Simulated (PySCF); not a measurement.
Vibration and rotation of NaLi⁺

UHF-CCSD(T) constants of NaLi⁺, ²Σ⁺ (doublet), unpaired electrons σ ↑ (basis Na aug-pcseg-1, Li aug-pcseg-1; no relativity; PySCF 2.14; masses 22.9898 and 7.0160 u):

* ωe: 181.9 cm⁻¹
* ωexe: 0.97 cm⁻¹
* Be: 0.26348 cm⁻¹
* αe: 0.00229 cm⁻¹
* De to Na⁺ + Li: 0.85 eV

What force constant and bond length do these constants imply?

Reduced mass μred = 5.3755 u; k = 5.8918×10⁻⁷·μred·ωe² (u, cm⁻¹, mdyn/Å) = 0.105 mdyn/Å; Re = √(16.8576/(μred·Be)) (u, cm⁻¹, Å) = 3.450 Å.

Estimate the centrifugal constant D from the Kratzer relation and find the Dunham coefficient a1.

D = 4Be³/ωe² = 2.21e-06 cm⁻¹; a1 = −1 − αeωe/(6Be²) = -2.00.

Correlated steps freeze 1 core orbital. Correlated levels converge slowly with the basis: in double zeta they bind strong bonds too weakly, by up to about 1 eV, and carry superposition errors of some tenths. For an ion De counts to the pair picked by the measured ionisation energies or electron affinities, which need not be the lowest pair at this level. The state is the lowest determinant that a PBE0 search found; another state may lie lower at other levels.
